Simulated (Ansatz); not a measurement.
Consider the hydrogen abstraction from the O–H bond: `OO` + Cl• → `[O]O`• + HCl.

Program: Ansatz. Geometries: PBE0-D4/def2-TZVP. ΔE: electronic, gas phase. CCSD(T)/CBS is extrapolated from def2-TZVPP and def2-QZVPP, frozen cores. DFT in def2-TZVPP. B3LYP here is the variant with VWN-RPA as its local correlation; programs differ in this. No spin–orbit coupling; open shells (•) take unrestricted orbitals. Spin–orbit coupling would lower the free atoms: a little for Cl.

`OO`:

```xyz
4

O    -0.064   -0.754   -0.052
O     0.526    0.544   -0.060
H    -0.760   -0.646   -0.711
H     0.298    0.856    0.824
```

`[O]O`•:

Z-matrix (Å, degrees):
```
O
O 1 1.309
H 1 0.975 2 105.8
```

HCl:

Cartesian coordinates in Å:
```
Cl 0.383 0.511 -0.023
H -0.383 -0.511 0.023
```

Q: Is it downhill or uphill in electronic energy at CCSD(T)/CBS, and by how much? (An estimate is asked.)

A: The calculation gave: Downhill: ΔE = -13.1 kcal/mol.

Q: What do these levels give: B3LYP-D4, ωB97M-V, B2PLYP, PBE, BHLYP, RPA@PBE/def2-TZVPP, CCSD/def2-SVP, MP2/def2-TZVPP, CCSD/def2-QZVPP, CCSD/cc-pV(T+d)Z, MP2/CBS(cc), CCSD/CBS(cc)? (Estimate.)

A: The calculation gave: B3LYP-D4 -16.0, ωB97M-V -16.0, B2PLYP -14.6, PBE -19.8, BHLYP -14.4, RPA@PBE/def2-TZVPP -9.9, CCSD/def2-SVP -11.5, MP2/def2-TZVPP -8.7, CCSD/def2-QZVPP -12.4, CCSD/cc-pV(T+d)Z -12.2, MP2/CBS(cc) -9.0, CCSD/CBS(cc) -12.8 kcal/mol.

Q: What do rigid-rotor, harmonic-oscillator terms from PBE0-D4/def2-TZVP frequencies (298.15 K, 1 bar) make of the CCSD(T)/CBS value? (Best estimate.)

A: Ansatz gave: ΔZPE = -3.6 kcal/mol, ΔH = -16.4 kcal/mol, ΔS = 20 J/(mol·K), ΔG = -17.8 kcal/mol. Open shells count their whole term as degenerate.

Largest T1 diagnostic among the species: 0.032.

At CCSD(T), def2-SVP lies +1.1 kcal/mol from the extrapolated value and def2-TZVPP +0.6 kcal/mol. In def2-TZVPP, CCSD(T) changes the Hartree–Fock value by +0.9 kcal/mol (the triples alone add −0.6 kcal/mol) and MP2 by +4.9 kcal/mol. From r2SCAN to r2SCAN0 (25 % exact exchange), in def2-TZVPP and without D4, ΔE moves by +1.5 kcal/mol.
